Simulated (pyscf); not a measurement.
H₂Si=PH (SMILES [SiH2]=P) + H₂O (SMILES O) → HO–SiH=PH (SMILES O[SiH]=P) + H₂ (SMILES [H][H]), a four-centre exchange (singlet surface; H–Si, H–O broken, O–Si, H–H formed). Single points on ωB97X-D3(BJ)/def2-SVP structures (PySCF, gas phase). Energies in kcal/mol from the separated reactants.

Small-basis levels: PySCF, no dispersion term, spherical d functions. 

Problem. In single points B3LYP/6-31G* puts the saddle at 21.5 kcal/mol and the reaction energy at -18.6 kcal/mol. Should these be trusted to within a few kcal/mol? Compare with ωB97M-D3(BJ)/def2-TZVP.

Solution. ωB97M-D3(BJ)/def2-TZVP gives ΔE‡ = 19.3 kcal/mol and ΔE = -18.9 kcal/mol. B3LYP/6-31G* lies 2.2 kcal/mol over it in the barrier and 0.3 kcal/mol over it in the reaction energy, so on this step it holds to within 3.0 kcal/mol. ωB97M-D3(BJ)/def2-TZVP has limits of its own. On the reactant side the descent ends in an adduct with a O–Si contact (not fully relaxed), 10.7 kcal/mol under the separated species and 30.7 kcal/mol under the saddle at ωB97X-D3(BJ)/def2-TZVP. What is counted as formed (O–Si) is already present as a longer contact in the reactant adduct; forming that adduct is a step of its own. The same reactants have a lower exit, to HO–SiH₂–PH₂ (barrier -6.7 kcal/mol at ωB97M-D3(BJ)/def2-TZVP, against +19.3 kcal/mol here). One saddle was located; it need not be the lowest between these sides.
